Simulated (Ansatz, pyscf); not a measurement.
F–N•–F + H atom (H•) → :N–F [triplet] + hydrogen fluoride (HF), an atom transfer on the triplet surface: F–N broken, F–H formed. Optimised with ωB97X-D3(BJ)/def2-SVP in PySCF. Wave-function energies: Ansatz (a first-principles code), frozen core, RHF or UHF references. In kJ/mol, from the separated reactants.

```json
[
 {"level": "ωB97X-D3(BJ)/def2-TZVP", "barrier": "82.75", "reaction energy": "-282.07"},
 {"level": "B3LYP-D3(BJ)/def2-TZVP", "barrier": "43.56", "reaction energy": "-288.76"},
 {"level": "CCSD(T)/cc-pV(D+d)Z", "barrier": "75.48", "reaction energy": "-304.44"},
 {"level": "CCSDT(Q)/cc-pV(D+d)Z", "barrier": "72.03", "reaction energy": "-303.07"},
 {"level": "CCSD(T)/cc-pV(T+d)Z", "barrier": "78.04", "reaction energy": "-308.80"},
 {"level": "CCSD(T)/cc-pV(Q+d)Z", "barrier": "75.92", "reaction energy": "-309.65"}
]
```

In cc-pV(D+d)Z, going from CCSD(T) to CCSDT(Q) shifts the barrier by -3.45 and the reaction energy by +1.37 kJ/mol. With HF in the quadruple-zeta basis and the correlation energy extrapolated as X⁻³ from X = 3, 4, CCSD(T) gives 74.54 and -308.91; adding the double-zeta shift gives ΔE‡ = 71.10 and ΔE = -307.54 kJ/mol, without core correlation, relativity or geometry relaxation at these levels. F–N•–F + H• also meet on a surface of lower spin, which isn't treated here. This is the saddle that the search found; another between the same sides may lie lower. The angle at the transferred F is 177°. A UHF reference is spin-contaminated (<S²> up to 2.28), which harms MP2 most.
